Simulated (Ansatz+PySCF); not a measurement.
Results of a calculation; reference values are marked as such.
Input for Ansatz (development build ahead of 0.2.0):

```yaml
crystal:
  periodic: [false, false, false]
  atoms:
    - { symbol: C, position_ang: [0.0, -0.12222, -1.07021] }
    - { symbol: C, position_ang: [0.0, 0.30438, 0.31028] }
    - { symbol: O, position_ang: [0.0, -0.74065, 1.18382] }
    - { symbol: H, position_ang: [0.0, -0.35214, 2.07034] }
    - { symbol: H, position_ang: [0.0, -1.17128, -1.33077] }
    - { symbol: H, position_ang: [0.0, 0.63818, -1.83712] }
    - { symbol: O, position_ang: [0.0, 1.44374, 0.67366] }
basis:
  gaussian: { orbitals: cc-pVTZ }
magnetization:
  spin_polarized: true
  initial_magnetization: 1
hamiltonian:
  xc: hf
correlation:
  method: mp2
  frozen_orbitals: { C: 1, H: 0, O: 1 }
output:
  forces: true
```

The input is written out in the form of the current development build from the run's settings.

Output:

```yaml
Converged: yes
Reference_energy: -227.27633 hartree
Correlation_energy: -0.75795 hartree
Total_energy: -228.03428 hartree
Spin_squared_of_the_determinant: 0.795
Stability_test: minimum
Occupied_orbitals_by_symmetry_in_an_Abelian_subgroup_alpha;_beta: 13 A' 3 A''; 13 A' 2 A''
```

Forces (eV/Å):
```
atom     Fx      Fy      Fz
  C1  0.000  -0.459  -0.690
  C2  0.000  -0.515   0.732
  O3  0.000  -0.061  -0.423
  H4  0.000   0.125  -0.085
  H5  0.000   0.186   0.055
  H6  0.000  -0.112   0.174
  O7  0.000   0.837   0.237
```
